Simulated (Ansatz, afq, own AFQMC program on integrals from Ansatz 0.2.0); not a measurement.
H₂O⁻, doublet: AFQMC among the cluster methods

```json
{"atom": "O", "x (Å)": "0.0000", "y (Å)": "-0.0902", "z (Å)": "0.0000"}
{"atom": "H", "x (Å)": "0.0000", "y (Å)": "0.7157", "z (Å)": "0.5528"}
{"atom": "H", "x (Å)": "0.0000", "y (Å)": "0.7157", "z (Å)": "-0.5528"}
```

Basis aug-cc-pVDZ. Noble-gas cores (and the filled d shells of Ga–Kr and In–Xe) are frozen. AFQMC by an in-house program on the Cholesky factors that Ansatz 0.2.0 writes for its CCSD(T) run. The CISD trial takes its coefficients from CCSD amplitudes. Released means that phaseless walkers are propagated on without the constraint, phases kept. Uncertainties: one standard error, sampling alone.

Determinant: UHF, the one that the program's search chose, which needn't be the lowest solution. The geometry is a point of a scan.

No full CI on the walks' own integrals is used here; CCSDT(Q) serves as the reference and is uncertain by about the last step of the cluster series.

```
T1 diagnostic                               : 0.0198
weight of the determinant in the CISD state : 0.925
⟨S²⟩ of the determinant                     : 0.751
size of the correlated space                : 9 electrons in 40 orbitals
```

```json
{"level": "MP2", "correlation energy (eV)": "-6.3283"}
{"level": "CCSD", "correlation energy (eV)": "-6.5080"}
{"level": "CCSD(T)", "correlation energy (eV)": "-6.6907"}
```

(1) Estimate where phaseless AFQMC with a CISD trial lies against CCSD(T) on the same integrals.

(1) 0.43 ± 0.33 kcal/mol below CCSD(T). The gap is under twice the noise, so this walk alone can't tell the two apart.

Reference: CCSDT(Q), correlation energy -6.716 eV. The released energy is read at 2.40 1/Eh (meV from the phaseless value at times in 1/Eh: 5 ± 18 at 0.24, 6 ± 12 at 0.51, -4 ± 10 at 0.99, -10 ± 10 at 1.62, 1 ± 14 at 2.40).

```tsv
level	E − E(reference) (kcal/mol)	share of correlation (%)
CCSD(T)	0.57	99.63
CCSDT	0.39	99.75
ph-AFQMC/HF	-1.06 ± 1.17	100.69
ph-AFQMC/CISD	0.15 ± 0.33	99.91
released AFQMC	0.17 ± 0.32	99.89
```

A walk keeps the symmetry of its determinant, which the program's search chose and which needn't be the lowest solution, so a lower state of the same spin and another symmetry isn't excluded. Released energies are given only where the last usable release times agree within the noise; a slower fall can still hide under it.
